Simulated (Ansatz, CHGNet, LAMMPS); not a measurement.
**fcc Al, longitudinal phonon frequency at L**

Reference value: 323 cm⁻¹ (measured, temperature not stated, no zero-point or thermal correction; as tabulated in Savrasov and Savrasov (1996), arXiv:cond-mat/9604124).

### Question
What do EAM Al_jnp.eam, Lennard-Jones jacobson2022, CHGNet 0.3.0, r²SCAN give, and how far is each from the reference?

### Answer

```csv
level (code),value (cm⁻¹),cell (Å³/atom),difference (%)
EAM Al_jnp.eam (LAMMPS),324,15.85,+0.3
Lennard-Jones jacobson2022 (LAMMPS),677,16.48,+110
CHGNet 0.3.0,96,16.53,-70
r²SCAN (Ansatz),348,15.90,+7.7
```

Leaving aside CHGNet 0.3.0 (imaginary modes in this run): Of the ranked levels EAM Al_jnp.eam (+0.3 %) comes nearest. Among them Lennard-Jones jacobson2022 (+110 %) misses by most.

The measured value isn't corrected to a static lattice, so vibrations enter the comparison.  Each level is taken at its own relaxed cell. Ansatz's density-functional and Hartree–Fock values are scalar-relativistic unless marked +SOC, with PAW data made under PBE.

Empirical potentials (EAM Al_jnp.eam, Lennard-Jones jacobson2022) are fitted to chosen data: where that held the value shown, agreement is built in, and what lay outside the fit can be far off. Machine-learned potentials (CHGNet 0.3.0) are trained on DFT data: a solid inside that data is no test of them.

Differences are worked out from the printed values.

Ansatz is an electronic-structure program.
